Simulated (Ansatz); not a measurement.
# AlH4N: the cost of one run

Program: Ansatz 0.2.0. Level of theory: RKS CAM-B3LYP-D4/6-31G. These are calculated values, not measurements.

## Step 1: Starting point

Bond lengths: Al1–N2 1.920 Å, N2–H3 1.060 Å, N2–H4 1.060 Å, Al1–H5 1.560 Å, Al1–H6 1.560 Å. Angles: Al1–N2–H3 120.0°, Al1–N2–H4 120.0°, H3–N2–H4 120.0°, N2–Al1–H5 120.0°, N2–Al1–H6 120.0°, H5–Al1–H6 120.0°.

As a file:

```xyz
6

Al    0.0000    0.0000    0.0000
N     0.0000    0.0000    1.9200
H    -0.8770   -0.2713    2.4500
H     0.8770    0.2713    2.4500
H     1.3510    0.0000   -0.7800
H    -1.3510    0.0000   -0.7800
```

## Step 2: Preparing the start

input.yaml reads:

```yaml
crystal:
  periodic: [false, false, false]
  atoms:
    - { symbol: Al, position_ang: [0.0, 0.0, 0.0] }
    - { symbol: "N", position_ang: [0.0, 0.0, 1.92] }
    - { symbol: H, position_ang: [-0.877, -0.2713, 2.45] }
    - { symbol: H, position_ang: [0.877, 0.2713, 2.45] }
    - { symbol: H, position_ang: [1.351, 0.0, -0.78] }
    - { symbol: H, position_ang: [-1.351, 0.0, -0.78] }
basis:
  gaussian: { orbitals: "6-31G" }
hamiltonian:
  xc: cam_b3lyp
  dispersion: d4
relax:
  f_tol: 0.02
  max_steps: 40
```

The run is started by

```
ansatz run input.yaml --threads 1 --pin off --max-ram 2048MiB --backend cpu --events-out ev --progress --plain --runs-dir out
```

**Question.** How long does this run take on 1 thread of Arm Neoverse V1, shared host, and how much memory does it need?

About 8.3 s, with a peak of 0.098 GiB.
